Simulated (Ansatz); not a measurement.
Basis-set extrapolation for C$_{2}$H$_{6}$Si, SMILES `C1C[SiH2]1` (PBE0-D4/def2-TZVP geometry, frozen core, Ansatz). Multiplicity 1, RHF reference.

```tsv
	def2-TZVPP	def2-QZVPP
HF	-368.150362	-368.163140
MP2 correlation	-0.471288	-0.501508
CCSD(T) correlation	-0.530093	not run
```

Energies in hartree. Use E(X) = E(∞) + A·exp(−7.88·√X) for Hartree–Fock and E(X) = E(∞) + B·X^(−2.97) for correlation, with X = 3 and 4, and add CCSD(T) minus MP2 of the smaller set to the MP2 limit.

Q: What is the CCSD(T) energy at the basis-set limit?

A: HF limit: -368.163140 + (-0.012778) × 0.13774 = -368.16490. MP2 limit: -0.501508 + (-0.030220) × 0.74074 = -0.52389. Higher-order term: -0.530093 − (-0.471288) = -0.05881. Total: -368.74760 hartree, 42.1 kcal/mol below CCSD(T)/def2-TZVPP.
